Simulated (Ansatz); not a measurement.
**HSiC, quartet: reading a ladder of total energies**

Geometry: a point of a stretch scan, not a stationary point.

```xyz
3

Si    0.0000   -0.0865    0.5265
C     0.0000    0.0730   -1.3065
H     0.0000    1.5406    0.8982
```

Basis 6-31G; Ansatz 0.2.0. Correlated methods freeze the noble-gas cores, which leaves 9 electrons in 18 orbitals. Prefix R: restricted or restricted open-shell reference; prefix U: unrestricted.

Full CI is exact within this basis and frozen core; it isn't the basis-set limit. The frozen core follows each run's orbitals, which can shift R against U totals by a few meV.

Runs differ by some tens of microhartree through their thresholds and, for an open shell, their frozen cores, so steps under 0.1 kcal/mol mean nothing.

```tsv
level	total energy (hartree)
UHF	-327.130208
UMP2	-327.201995
UCCSD	-327.232409
UCCSD(T)	-327.235199
UCCSDT	-327.236488
UCCSDT(Q)	-327.236768
full CI	-327.236804
```

Question: What is the correlation energy at full CI, and what share of it do UMP2 and UCCSD(T) recover?

Answer: E(corr) = -327.236804 − (-327.130208) = -0.106596 hartree = -2.901 eV. UMP2: -0.071787 / -0.106596 = 67.34 %. UCCSD(T): -0.104991 / -0.106596 = 98.49 %.

Question: By how many kcal/mol does UCCSD(T) miss full CI (1 hartree = 627.509 kcal/mol), and which steps make up the rest?

Answer: -327.235199 − (-327.236804) = 0.001605 hartree = 1.01 kcal/mol. Steps: UCCSDT − UCCSD(T) = -0.81, UCCSDT(Q) − UCCSDT = -0.18, full CI − UCCSDT(Q) = -0.02 kcal/mol. Differences between like states or geometries often cancel part of this.
